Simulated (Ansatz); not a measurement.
# H2S2Si: the cost of one run

Computed with Ansatz 0.2.0, Gaussian basis. Level: SPW92/def2-SVP.

## (1) Starting geometry

5 atoms, charge 0, spin multiplicity 1.

Atoms are counted from 1 here; the program's logs count them from 0.

Bond lengths: S1–Si2 1.983 Å, Si2–S3 2.141 Å, Si2–H4 1.444 Å, S3–H5 1.324 Å. Angles: S1–Si2–S3 122.3°, S1–Si2–H4 135.3°, S3–Si2–H4 102.4°, Si2–S3–H5 96.2°.

Coordinates:

```
atom     x (Å)     y (Å)     z (Å)
  S1  -1.87072   0.68333   0.82166
 Si2  -0.54486  -0.35399  -0.22682
  S3   1.55367   0.06281  -0.14995
  H4  -0.60791  -1.45821  -1.15488
  H5   1.46981   1.06607   0.70998
```

## (2) Dynamics

The input, md/in.yaml:

```yaml
crystal:
  periodic: [false, false, false]
  atoms:
    - {symbol: S, position_ang: [-1.870720, 0.683330, 0.821660]}
    - {symbol: Si, position_ang: [-0.544860, -0.353990, -0.226820]}
    - {symbol: S, position_ang: [1.553670, 0.062810, -0.149950]}
    - {symbol: H, position_ang: [-0.607910, -1.458210, -1.154880]}
    - {symbol: H, position_ang: [1.469810, 1.066070, 0.709980]}
basis:
  gaussian: {orbitals: def2-SVP}
hamiltonian: {xc: lda}
md: {n_steps: 80, timestep: 1.0, temperature: 1500, ensemble: nvt_langevin, seed: 184, friction: 0.01, initial_velocities: maxwell_boltzmann}
```

Started as:

```bash
ansatz run in.yaml --threads 2 --pin off --events-out ev --progress --plain --max-ram 3481MiB
```

Q: Estimate wall time and peak memory on 2 threads of AMD EPYC, shared host.

About 2.8 min, with a peak of 0.12 GiB.
